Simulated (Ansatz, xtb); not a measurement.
**CF2O: which of two spin states lies lower**

Structure a: `O=C(F)F`, a singlet. Structure b: the triplet with the links of `O=C(F)F`. Both are isolated molecules in the gas phase, relaxed with r2SCAN-D4/def2-TZVP.

a (Å):

```yaml
atoms:
  - { symbol: C, position_ang: [-2.1205, 1.5409, 0.4251] }
  - { symbol: F, position_ang: [-1.8223, 1.2935, 1.6847] }
  - { symbol: F, position_ang: [-1.0269, 1.3522, -0.2856] }
  - { symbol: O, position_ang: [-3.1678, 1.8691, 0.0121] }
```

b (Å):

```xyz
4

C    -2.1060    1.2075    0.4210
F    -1.8645    1.4003    1.7197
F    -1.0352    1.4616   -0.3346
O    -3.1317    1.9864    0.0302
```

Task: Estimate E(b) − E(a) at the level CCSD(T)/def2-TZVPP.

Result: Calculated at CCSD(T)/def2-TZVPP: E(b) − E(a) = +429.9 kJ/mol, so structure a lies lower.

Level by level:

```
              level             geometry  E(b) − E(a) (kJ/mol)  departure from the last row (kJ/mol)  job, with rough time for the two
r2SCAN-D4/def2-TZVP  r2SCAN-D4/def2-TZVP                  +398.9                                 −31.0                optimisation, 58 s
      HF/def2-TZVPP  r2SCAN-D4/def2-TZVP                  +291.5                                −138.4           part of the CCSD(T) run
     MP2/def2-TZVPP  r2SCAN-D4/def2-TZVP                  +468.7                                 +38.8           part of the CCSD(T) run
 CCSD(T)/def2-TZVPP  r2SCAN-D4/def2-TZVP                  +429.9                                                      single point, 73 s
```

The levels shown agree on the order. The largest departure from CCSD(T)/def2-TZVPP is that of HF/def2-TZVPP, 138.4 kJ/mol. Levels run at GFN2-xTB geometries aren't shown.

With harmonic frequencies from r2SCAN-D4/def2-TZVP (ideal gas, rigid rotor, one conformer each, 298.15 K, 1 atm): on the last row, ΔE + ΔZPE = +422.3, ΔH = +423.3, ΔG = +417.0 kJ/mol.

Open shells are spin-unrestricted. The correlated steps freeze 4 core orbitals. ΔG holds the spin degeneracy. Codes used: Ansatz 0.2.0; the last row on 2 threads of Arm Neoverse V1 on a shared host.
